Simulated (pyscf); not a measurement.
This saddle point was located with ωB97X-D3(BJ)/def2-SVP in PySCF.

```
B
F 1 1.3395
F 1 1.3398 2 118.96
N 1 1.5214 2 116.99 3 -149.74
H 4 1.0176 1 115.56 2 141.01
H 4 1.0177 5 110.75 1 133.83
H 4 1.3935 5 118.67 6 142.17
F 7 1.0847 4 129.92 5 110.43
```
Charge 0, spin multiplicity 1.

Surface: singlet, charge 0. Lowest wavenumbers (cm⁻¹): 809i, 266, 327, 340, 407.

**Question.** What reaction is this the transition state of?

**Answer.** boron trifluoride (F–B(F)–F) + ammonia (NH₃) ⇌ hydrogen fluoride (HF) + H₂N–B(F)–F, a four-centre exchange read from left to right: B–F, H–N broken and F–H, B–N formed. At CCSD(T)/def2-TZVPP + ΔMP2(QZVPP) it lies +73.7 kJ/mol from the left side and +47.8 kJ/mol from the right (each side as separated species at their lowest minima found). On the reactant side the descent ends in an adduct with a B–N contact, 94.4 kJ/mol under the separated species and 158.7 kJ/mol under the saddle at ωB97X-D3(BJ)/def2-TZVP. On the product side the descent ends in a complex, 18.8 kJ/mol under the separated species and 56.1 kJ/mol under the saddle at ωB97X-D3(BJ)/def2-TZVP. What is counted as formed (B–N) is already present as a longer contact in the reactant adduct; forming that adduct is a step of its own. At ωB97X-D3(BJ) the barrier from the zero used here is 64.3 kJ/mol. One saddle was located; it need not be the lowest between these sides. The CCSD(T) − MP2 part came from Ansatz, without density fitting, on the same reference.
